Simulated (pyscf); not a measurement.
A first-order saddle from PySCF, ωB97X-D3(BJ)/def2-SVP:

```xyz
7

C      0.3958    -0.8500     0.7253
C      1.3603    -0.0146     0.2274
H      0.2516     0.5714     0.7939
H     -0.3805    -1.3261     0.1156
H      1.5098     0.1145    -0.8543
H      2.1081     0.4302     0.8965
Cl    -0.8917     0.5603     2.1027
```
Charge 0, spin multiplicity 2.

Surface: doublet, charge 0. Lowest wavenumbers (cm⁻¹): 1448i, 276, 376, 424, 808.

Task: Name the species on either side of this saddle.

Result: vinyl (•HC=CH₂) + hydrogen chloride (HCl) ⇌ H₃C–CH•–Cl, an addition across a multiple bond or ene-type step read from left to right: Cl–H broken and C–Cl, C–H formed. At CCSD(T)/def2-TZVPP + ΔMP2(QZVPP) it lies +155.3 kJ/mol from the left side and +299.1 kJ/mol from the right (each side as separated species at their lowest minima found). At the saddle there is also a short C–H contact that neither side keeps. One saddle was located; it need not be the lowest between these sides. The CCSD(T) − MP2 part came from Ansatz, without density fitting, on the same reference. A UHF reference is spin-contaminated (<S²> up to 0.96), which harms MP2 most.
